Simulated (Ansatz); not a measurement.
**C₃H₅ClO: up Jacob's ladder to CCSD(T)**

An exercise on one series of results from a longer session: the logs are not shown, and one member is left open.

Program: Ansatz 0.2.0, Gaussian basis. Level of theory: functionals in def2-TZVPP, the program's frozen cores in correlated methods. These are calculated values, not measurements.

Levels to be run: PBE-D4, r2SCAN-D4, PBE0-D4, B3LYP-D4, ωB97X-V, ωB97M-V, B2PLYP; CCSD(T)/def2-TZVPP; MP2/def2-QZVPP; extrapolation to the limit.

### The geometry

All runs share one geometry, relaxed beforehand with PBE0-D4 in a triple-zeta def2 set.

SMILES `OC/C=C/Cl`, 10 atoms, charge 0, spin multiplicity 1.

Atoms are counted from 1 here; the program's logs count them from 0.

Bond lengths: O1–C2 1.413 Å, O1–H6 0.961 Å, C2–C3 1.492 Å, C2–H7 1.094 Å, C2–H8 1.098 Å, C3–C4 1.323 Å, C3–H9 1.086 Å, C4–Cl5 1.719 Å, C4–H10 1.084 Å. Angles: C2–O1–H6 107.9°, O1–C2–C3 112.1°, O1–C2–H7 105.4°, O1–C2–H8 111.6°, C3–C2–H7 110.1°, C3–C2–H8 110.1°, H7–C2–H8 107.4°, C2–C3–C4 122.2°, C2–C3–H9 117.4°, C4–C3–H9 120.4°, C3–C4–Cl5 123.8°, C3–C4–H10 123.1°, Cl5–C4–H10 113.2°.

Geometry (Å):

| atom | x (Å) | y (Å) | z (Å) |
| --- | --- | --- | --- |
| O1 | -1.5838 | -0.7639 | 0.9875 |
| C2 | -0.3191 | -0.9320 | 0.3794 |
| C3 | 0.4326 | 0.3536 | 0.2816 |
| C4 | 0.8328 | 0.8493 | -0.8784 |
| Cl5 | 1.6935 | 2.3288 | -1.0390 |
| H6 | -2.0683 | -0.1032 | 0.4849 |
| H7 | 0.2205 | -1.6345 | 1.0207 |
| H8 | -0.4062 | -1.3939 | -0.6134 |
| H9 | 0.6257 | 0.8908 | 1.2053 |
| H10 | 0.6555 | 0.3538 | -1.8258 |

The first run:

File in.yaml:

```yaml
crystal:
  periodic: [false, false, false]
  atoms:
    - {symbol: O, position_ang: [-1.583775, -0.763937, 0.987517]}
    - {symbol: C, position_ang: [-0.319060, -0.931998, 0.379441]}
    - {symbol: C, position_ang: [0.432606, 0.353576, 0.281634]}
    - {symbol: C, position_ang: [0.832802, 0.849344, -0.878358]}
    - {symbol: Cl, position_ang: [1.693458, 2.328781, -1.039030]}
    - {symbol: H, position_ang: [-2.068346, -0.103158, 0.484914]}
    - {symbol: H, position_ang: [0.220534, -1.634493, 1.020696]}
    - {symbol: H, position_ang: [-0.406151, -1.393851, -0.613391]}
    - {symbol: H, position_ang: [0.625669, 0.890762, 1.205326]}
    - {symbol: H, position_ang: [0.655463, 0.353776, -1.825847]}
basis:
  gaussian: {orbitals: def2-TZVPP}
hamiltonian: {xc: pbe, dispersion: d4}
output: {forces: true, orbitals: {seedname: orbitals}}
```

Run with:

```console
ansatz run in.yaml --threads 4 --pin off --events-out ev --progress --plain --max-ram 10444MiB
```

Among the steps run: PBE-D4 (GGA); r2SCAN-D4 (meta-GGA); PBE0-D4 (hybrid); B3LYP-D4 (hybrid); ωB97X-V (range-separated); ωB97M-V (range-separated); B2PLYP (double hybrid); CCSD(T) in def2-TZVPP; MP2 in def2-QZVPP.

One of the session's tables, all rows but one given; the rest of the session is left out.

```
            method  atomisation energy (kJ/mol)
            PBE-D4                       4047.2
         r2SCAN-D4                       3936.3
           PBE0-D4                       3953.9
          B3LYP-D4                            ?
           ωB97X-V                       3919.3
           ωB97M-V                       3932.2
            B2PLYP                       3877.9
     HF/def2-TZVPP                       2796.8
    MP2/def2-TZVPP                       3905.9
   CCSD/def2-TZVPP                       3745.4
CCSD(T)/def2-TZVPP                       3815.5
           MP2/CBS                       4009.3
       CCSD(T)/CBS                       3918.8
```

Q: Estimate the row for B3LYP-D4 from the others.

As computed: atomisation energy (kJ/mol): 3912.9. In the column «atomisation energy (kJ/mol)» it lies between MP2/def2-TZVPP (3905.9) and CCSD(T)/CBS (3918.8).
